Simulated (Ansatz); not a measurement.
Cl2Mg (`[Cl][Mg][Cl]`). Charge 0, multiplicity 1. Geometry: relaxed with PBE0-D4/def2-TZVP.

```xyz
3

Cl   -1.563   -1.500   -0.113
Mg    0.000    0.000   -0.002
Cl    1.563    1.500    0.114
```

Problem. What is the dipole moment at r2SCAN/def2-TZVPP? (Best estimate.)

Solution. The calculation gave: 0.01 D, zero by symmetry or nearly so.

Problem. Give the Mulliken charges with r2SCAN, B3LYP, PBE in def2-TZVPP. (Estimate.)

Solution. Computed: 
```csv
atom,r2SCAN,B3LYP,PBE
Cl1,-0.45,-0.42,-0.40
Mg2,0.89,0.85,0.81
Cl3,-0.45,-0.42,-0.40
```

B3LYP here is the variant with VWN-RPA as its local correlation; programs differ in this.
